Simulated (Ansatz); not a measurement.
**C₄H₈Cl₂: vertical ionisation energy**

One table from this session's results is given with a row withheld; the runs are named, their logs left out.

Program: Ansatz 0.2.0, Gaussian basis. Level of theory: unrestricted cation, the program's frozen cores in correlated methods. These are calculated values, not measurements.

Levels to be run: UKS PBE-D4/def2-TZVPP; UKS r2SCAN-D4/def2-TZVPP; UKS PBE0-D4/def2-TZVPP; UKS B3LYP-D4/def2-TZVPP; UKS wB97X-V/def2-TZVPP; UKS wB97M-V/def2-TZVPP; UKS B2PLYP/def2-TZVPP; UHF-CCSD(T)/def2-TZVPP; UHF-MP2/def2-QZVPP; extrapolation to the limit; then −ε(HOMO) from the neutral's earlier runs with LDA (SPW92), PBE-D4, revPBE-D4, BLYP-D4, r2SCAN-D4, B97M-V, PBE0-D4, B3LYP-D4, r2SCANh-D4, r2SCAN0-D4, HSE06-D4, BHLYP-D4, CAM-B3LYP-D4, LC-ωPBE, ωB97X-V, ωB97M-V.

### Structure used throughout

The geometry comes from an earlier relaxation with PBE0-D4 in a triple-zeta def2 set; it is a stationary point, not always the lowest conformer.

14 atoms, charge 0, spin multiplicity 1.

Atoms are counted from 1 here; the program's logs count them from 0.

Bond lengths: Cl1–C2 1.790 Å, C2–C3 1.509 Å, C2–H7 1.090 Å, C2–H8 1.089 Å, C3–C4 1.517 Å, C3–H9 1.095 Å, C3–H10 1.096 Å, C4–C5 1.509 Å, C4–H11 1.095 Å, C4–H12 1.096 Å, C5–Cl6 1.790 Å, C5–H13 1.090 Å, C5–H14 1.089 Å. Angles: Cl1–C2–C3 112.3°, Cl1–C2–H7 106.3°, Cl1–C2–H8 106.1°, C3–C2–H7 111.6°, C3–C2–H8 111.4°, H7–C2–H8 108.9°, C2–C3–C4 113.7°, C2–C3–H9 109.3°, C2–C3–H10 107.3°, C4–C3–H9 110.0°, C4–C3–H10 109.4°, H9–C3–H10 106.8°, C3–C4–C5 113.7°, C3–C4–H11 110.0°, C3–C4–H12 109.4°, C5–C4–H11 109.3°, C5–C4–H12 107.3°, H11–C4–H12 106.8° and more.

Coordinates:

| atom | x (Å) | y (Å) | z (Å) |
| --- | --- | --- | --- |
| Cl1 | -0.4176 | -2.5559 | -1.3201 |
| C2 | 0.8561 | -1.6976 | -0.4000 |
| C3 | 0.3011 | -0.5570 | 0.4180 |
| C4 | -0.3012 | 0.5570 | -0.4180 |
| C5 | -0.8560 | 1.6976 | 0.4000 |
| Cl6 | 0.4178 | 2.5559 | 1.3199 |
| H7 | 1.5818 | -1.3490 | -1.1355 |
| H8 | 1.3284 | -2.4472 | 0.2328 |
| H9 | -0.4446 | -0.9445 | 1.1200 |
| H10 | 1.1242 | -0.1568 | 1.0202 |
| H11 | 0.4445 | 0.9444 | -1.1201 |
| H12 | -1.1243 | 0.1567 | -1.0201 |
| H13 | -1.5817 | 1.3491 | 1.1356 |
| H14 | -1.3285 | 2.4472 | -0.2328 |

The first run:

The input, in.yaml:

```yaml
crystal:
  periodic: [false, false, false]
  atoms:
    - {symbol: Cl, position_ang: [-0.417640, -2.555868, -1.320125]}
    - {symbol: C, position_ang: [0.856051, -1.697558, -0.400015]}
    - {symbol: C, position_ang: [0.301081, -0.557010, 0.418049]}
    - {symbol: C, position_ang: [-0.301161, 0.556975, -0.418040]}
    - {symbol: C, position_ang: [-0.856006, 1.697581, 0.400027]}
    - {symbol: Cl, position_ang: [0.417814, 2.555897, 1.319949]}
    - {symbol: H, position_ang: [1.581825, -1.349019, -1.135508]}
    - {symbol: H, position_ang: [1.328446, -2.447153, 0.232815]}
    - {symbol: H, position_ang: [-0.444585, -0.944519, 1.120041]}
    - {symbol: H, position_ang: [1.124159, -0.156754, 1.020162]}
    - {symbol: H, position_ang: [0.444477, 0.944421, -1.120097]}
    - {symbol: H, position_ang: [-1.124302, 0.156746, -1.020084]}
    - {symbol: H, position_ang: [-1.581708, 1.349101, 1.135620]}
    - {symbol: H, position_ang: [-1.328453, 2.447159, -0.232785]}
basis:
  gaussian: {orbitals: def2-TZVPP}
total_charge: 1
magnetization: {spin_polarized: true, initial_magnetization: 1}
hamiltonian: {xc: pbe, dispersion: d4}
```

Run with:

```bash
ansatz run in.yaml --threads 2 --pin off --events-out ev --progress --plain --max-ram 22528MiB --backend cuda --devices 0, --max-vram 18GiB
```

Steps of the session up to this table: Cation, UKS PBE-D4/def2-TZVPP; Cation, UKS r2SCAN-D4/def2-TZVPP; Cation, UKS PBE0-D4/def2-TZVPP; Cation, UKS B3LYP-D4/def2-TZVPP; Cation, UKS wB97X-V/def2-TZVPP; Cation, UKS wB97M-V/def2-TZVPP; Cation, UKS B2PLYP (frozen core)/def2-TZVPP; Cation, UHF-CCSD(T)/def2-TZVPP; Cation, UHF-MP2/def2-QZVPP.

One table of the session follows, with a row left open; its other results are not shown here.

It belongs to the step «Ionisation energies side by side». Orbital estimates, from the neutral's runs:

| functional | −ε(HOMO) (eV) |
| --- | --- |
| LDA (SPW92) | 7.07 |
| PBE-D4 | 6.96 |
| revPBE-D4 | ? |
| BLYP-D4 | 6.82 |
| r2SCAN-D4 | 7.29 |
| B97M-V | 7.41 |
| PBE0-D4 | 8.38 |
| B3LYP-D4 | 8.12 |
| r2SCANh-D4 | 7.81 |
| r2SCAN0-D4 | 8.59 |
| HSE06-D4 | 7.97 |
| BHLYP-D4 | 9.67 |
| CAM-B3LYP-D4 | 9.78 |
| LC-ωPBE | 11.21 |
| ωB97X-V | 10.84 |
| ωB97M-V | 10.69 |

Q: Estimate the row for revPBE-D4 from the others.

**Answer.** −ε(HOMO) (eV): 6.91. In the column «−ε(HOMO) (eV)» it lies between BLYP-D4 (6.82) and PBE-D4 (6.96).
